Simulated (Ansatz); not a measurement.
# B₂H (doublet): wave-function methods side by side at distance B1–H3 = 4.052 Å, 6-31G

Aim: climb from Hartree-Fock through coupled cluster and multireference methods for B₂H (doublet) at one geometry and basis, and see what each rung misses.

The runs use Ansatz 0.2.0, Gaussian basis; 6-31G, core rule «outside noble gas», up to 2 orbitals frozen.

Plan: UHF; CCSD(T) on ROHF; CCSD(T) on UHF; BCCD(T) on ROHF; CISD; CCSDT(Q) on ROHF; CCSDT(Q) on UHF; CISDTQ; CCSDTQ on ROHF; CCSDTQ on UHF; CASSCF and MRCISD+Q, 3 electrons in 3 orbitals; CASSCF and NEVPT2, 3 electrons in 3 orbitals; CASSCF and MRCISD+Q, 7 electrons in 9 orbitals; CASSCF and NEVPT2, 7 electrons in 9 orbitals; Full CI.

22 further runs of the same task are left out: 1 for a known fault of the program, 14 that didn't finish, 7 set aside as unsound or not needed.

**1. The system**

The geometry derives from a PBE0/def2-TZVP stationary point (not a proven minimum). One bond is set to the value named and the two fragments are kept rigid.

3 atoms, charge 0, spin multiplicity 2.

Atoms are counted from 1 here; the program's logs count them from 0.

Bond lengths: B1–B2 1.523 Å.

**2. UHF**

File in.yaml:

```yaml
crystal:
  periodic: [false, false, false]
  atoms:
    - {symbol: B, position_ang: [0.000000, 0.000000, -0.843096]}
    - {symbol: B, position_ang: [0.000000, 0.000000, -2.365808]}
    - {symbol: H, position_ang: [0.000000, 0.000000, 3.208904]}
basis:
  gaussian: {orbitals: 6-31G}
magnetization: {spin_polarized: true, initial_magnetization: 1}
hamiltonian: {xc: hf}
output: {orbitals: {seedname: orbitals}}
```

On the command line:

```sh
> ansatz run in.yaml --threads 1 --pin off --events-out ev --progress --plain --max-ram 2393MiB
```

The runs that follow: CCSD(T) on ROHF; CCSD(T) on UHF; BCCD(T) on ROHF; CISD; CCSDT(Q) on ROHF; CCSDT(Q) on UHF; CISDTQ; CCSDTQ on ROHF; CCSDTQ on UHF; CASSCF and MRCISD+Q, 3 electrons in 3 orbitals; CASSCF and NEVPT2, 3 electrons in 3 orbitals; CASSCF and MRCISD+Q, 7 electrons in 9 orbitals; CASSCF and NEVPT2, 7 electrons in 9 orbitals; Full CI.

Before running them: what should the planned runs give, taken together? Wanted: FCI below the RHF energy; RMP2 from FCI; NEVPT2 valence from FCI; MRCISD+Q valence from FCI; T1 diagnostic; effectively unpaired electrons.

As calculated:

| quantity | value |
| --- | --- |
| FCI below the RHF energy | -5.6634 eV |
| RMP2 from FCI | +52.06 kcal/mol |
| NEVPT2 valence from FCI | +4.45 kcal/mol |
| MRCISD+Q valence from FCI | +0.05 kcal/mol |
| levels within 1 kcal/mol (43 meV) | MRCISD valence, MRCISD+Q valence |
| T1 diagnostic | 0.037 |
| effectively unpaired electrons | 3.73 |

**Reading.** With 3.7 effectively unpaired electrons against 1 the state is strongly multireference. Of the multireference levels listed MRCISD+Q valence comes nearest in total energy (+0.05 kcal/mol), which doesn't show that its space is the better one. Coupled cluster took another determinant than the lowest Hartree-Fock one. These misses are within one basis, not against nature.
